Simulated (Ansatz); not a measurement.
**BS (quartet): from Hartree-Fock to the top rungs, def2-TZVPP**

An exercise on one series of results from a longer session: the logs are not shown, and one member is left open.

Program: Ansatz 0.2.0, Gaussian basis. Level of theory: def2-TZVPP, core rule «outside noble gas», up to 6 orbitals frozen. These are calculated values, not measurements.

Plan: UHF; ROHF; CCSD(T) on UHF.

2 further runs of the same task are left out: 2 set aside as unsound or not needed.

**What is computed**

The geometry is a PBE0/def2-TZVP stationary point (not a proven minimum) of the parent state, kept for this charge and spin.

2 atoms, charge 0, spin multiplicity 4.

Atoms are counted from 1 here; the program's logs count them from 0.

Bond lengths: B1–S2 1.608 Å.

Geometry (Å):

```
B     0.0000    0.0000    0.0000
S     0.0000    0.0000    1.6077
```

Set-up of the first run:

File in.yaml:

```yaml
crystal:
  periodic: [false, false, false]
  atoms:
    - {symbol: B, position_ang: [0.000000, 0.000000, 0.000000]}
    - {symbol: S, position_ang: [0.000000, 0.000000, 1.607700]}
basis:
  gaussian: {orbitals: def2-TZVPP}
magnetization: {spin_polarized: true, initial_magnetization: 3}
hamiltonian: {xc: hf}
output: {orbitals: {seedname: orbitals}}
```

On the command line:

```console
> ansatz run in.yaml --threads 1 --pin off --events-out ev --progress --plain --max-ram 3968MiB --backend cpu
```

Steps of the session up to this table: UHF; ROHF; CCSD(T) on UHF.

One of the session's tables, all rows but one given; the rest of the session is left out.

It belongs to the step «Misses and costs». 

```
  method  from UCCSD(T) (meV)
    ROHF                    ?
     UHF              +5978.0
    UMP2              +1060.5
   UCCSD               +277.4
UCCSD(T)                    0
```

Estimate the missing values for ROHF.

The run gave: from UCCSD(T) (meV): +6186.0. In the column «from UCCSD(T) (meV)» it is the highest.
